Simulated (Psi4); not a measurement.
**[NO3]− (nitrate) at TPSS/def2-TZVP (sweep point 4)**

What is the vertical ionisation energy of [NO3]− (nitrate) at TPSS/def2-TZVP (sweep point 4)? 

The calculation is run with Psi4 1.11.

4 further runs of the same task are left out: 4 set aside as unsound or not needed.

## Step 1: The molecule

[NO3]− has 4 atoms, charge -1, and is taken as a singlet. SMILES: `O=[N+]([O-])[O-]`. The shape is that of a GFN2-xTB optimisation.

Bond lengths: O1–N2 1.235 Å, N2–O3 1.235 Å, N2–O4 1.235 Å. Angles: O1–N2–O3 120.0°, O1–N2–O4 120.0°, O3–N2–O4 120.0°.

## Step 2: The energy at TPSS/def2-TZVP (sweep point 4)

calc.dat reads:

```
memory 1.6 GB

molecule molecule1 {
  -1 1
  O      0.295750     0.520330     1.080370
  N     -0.005970    -0.003400     0.003140
  O      0.467940    -1.101740    -0.303400
  O     -0.757710     0.584820    -0.780120
  symmetry c1
}

set basis def2-TZVP
set puream true
set scf_type pk
set dft_radial_points 50
set dft_spherical_points 194

energy('tpss')
print_variables()
```

Run with:

```console
psi4 calc.dat calc.out -n 1
```

calc.out:

```text
[...]
  Running in c1 symmetry.
[...]
  Nuclear repulsion =  119.490016718017088
[...]
  Multiplicity = 1
[...]
  Nalpha       = 16
  Nbeta        = 16
[...]
    Number of basis functions: 124
[...]
   @RKS iter   1:  -280.22529491416668    6.62267e-02   7.57438e-03 DIIS/ADIIS
[...]
   @RKS iter   8:  -280.52051884568215   -1.29703e-07   3.04130e-07 DIIS
[...]
    Orbital Energies [Eh]
    ---------------------
    Doubly Occupied:
       1A    -18.651211     2A    -18.651173     3A    -18.651117
       4A    -14.109099     5A     -0.943305     6A     -0.727698
       7A     -0.727518     8A     -0.314995     9A     -0.269828
      10A     -0.235007    11A     -0.235001    12A     -0.045721
      13A     -0.045675    14A     -0.033258    15A     -0.033182
      16A      0.030264
[...]
  @RKS Final Energy:  -280.52051884568215
   => Energetics <=
    Nuclear Repulsion Energy =            119.4900167180170882
    One-Electron Energy =                -630.1814650019348392
    Two-Electron Energy =                 263.1417079392425649
    DFT Exchange-Correlation Energy =     -32.9707785010069756
    Empirical Dispersion Energy =           0.0000000000000000
    VV10 Nonlocal Energy =                  0.0000000000000000
    Total Energy =                       -280.5205188456821475
[...]
 Multipole Moments:
 ------------------------------------------------------------------------------------
     Multipole            Electronic (a.u.)      Nuclear  (a.u.)        Total (a.u.)
 ------------------------------------------------------------------------------------
 L = 1.  Multiply by 2.5417464519 to convert [e a0] to [Debye]
 Dipole X            :         -0.0057938            0.0000438           -0.0057500
 Dipole Y            :         -0.0034175            0.0000250           -0.0033925
 Dipole Z            :          0.0020992           -0.0000231            0.0020762
 Magnitude           :                                                    0.0069916
[...]
```

Run time: 6.3 s. Hardware: 1 thread of Intel Xeon 6975P-C (Granite Rapids), shared host; peak memory 0.75 GiB.

## Step 3: Doublet neutral NO3

no3.dat reads:

```
memory 1600 MB

molecule system {
  0 2
  O      0.295750     0.520330     1.080370
  N     -0.005970    -0.003400     0.003140
  O      0.467940    -1.101740    -0.303400
  O     -0.757710     0.584820    -0.780120
  symmetry c1
}

set reference uks
set puream true
set scf_type pk
set dft_radial_points 50
set dft_spherical_points 194
set maxiter 150

E, wfn = energy("tpss/def2-TZVP", return_wfn=True)
print_variables()
```

Run with:

```console
psi4 no3.dat no3.out -n 1
```

no3.out:

```text
[...]
  Running in c1 symmetry.
[...]
  Nuclear repulsion =  119.490016718017088
[...]
  Multiplicity = 2
[...]
  Nalpha       = 16
  Nbeta        = 15
[...]
    Number of basis functions: 124
[...]
   @UKS iter   1:  -280.28030164481072    1.12199e-02   5.11733e-03 ADIIS/DIIS
[...]
   @UKS iter  10:  -280.40436403948644   -1.73084e-08   1.48083e-07 DIIS
[...]
   @S^2 Observed:                7.532187539E-01
[...]
    Orbital Energies [Eh]
    ---------------------
    Alpha Occupied:
       1A    -19.004913     2A    -19.004909     3A    -19.004900
       4A    -14.422667     5A     -1.269722     6A     -1.060960
       7A     -1.060826     8A     -0.632066     9A     -0.576947
      10A     -0.554354    11A     -0.554318    12A     -0.383309
      13A     -0.383291    14A     -0.347765    15A     -0.347732
      16A     -0.320233
    Alpha Virtual:
      17A     -0.130014    18A      0.066571    19A      0.195788
      20A      0.204980    21A      0.205125    22A      0.282265
      23A      0.297309    24A      0.297443    25A      0.387205
[...]
  @UKS Final Energy:  -280.40436403948644
   => Energetics <=
    Nuclear Repulsion Energy =            119.4900167180170882
    One-Electron Energy =                -620.1756376111613918
    Two-Electron Energy =                 252.8503718589077209
    DFT Exchange-Correlation Energy =     -32.5691150052498699
    Empirical Dispersion Energy =           0.0000000000000000
    VV10 Nonlocal Energy =                  0.0000000000000000
    Total Energy =                       -280.4043640394864383
[...]
 Multipole Moments:
 ------------------------------------------------------------------------------------
     Multipole            Electronic (a.u.)      Nuclear  (a.u.)        Total (a.u.)
 ------------------------------------------------------------------------------------
 L = 1.  Multiply by 2.5417464519 to convert [e a0] to [Debye]
 Dipole X            :         -0.0046889            0.0000438           -0.0046451
 Dipole Y            :         -0.0028021            0.0000250           -0.0027772
 Dipole Z            :          0.0023104           -0.0000231            0.0022873
 Magnitude           :                                                    0.0058755
[...]
```

It took 9.3 s on 1 thread of Intel Xeon 6975P-C (Granite Rapids), shared host; peak memory 0.76 GiB.

## Step 4: Outcome

At TPSS/def2-TZVP (sweep point 4):

| quantity | value |
| --- | --- |
| singlet [NO3]−: total energy | -280.52052 Eh |
| singlet [NO3]−: HOMO energy | 0.82 eV |
| singlet [NO3]−: LUMO energy | 4.85 eV |
| singlet [NO3]−: HOMO–LUMO gap (to an unbound level, set by the basis) | 4.03 eV |
| doublet neutral NO3: total energy | -280.40436 Eh |
| doublet neutral NO3: dipole moment | 0.01 D |
| doublet neutral NO3: HOMO energy (highest over α and β) | -8.71 eV |
| doublet neutral NO3: LUMO energy (lowest over α and β) | -7.19 eV |
| doublet neutral NO3: ⟨S²⟩ | 0.753 |
| vertical detachment energy (to the doublet neutral) | 3.161 eV |

Removing an electron at fixed nuclei costs 3.16 eV (305 kJ/mol). −ε(HOMO) before ionisation, -0.82 eV, is 3.98 eV below this ionisation energy. The HOMO (singlet [NO3]−) lies at positive energy, 0.82 eV, as semi-local functionals often give for anions; only total energies tell whether the electron is bound.
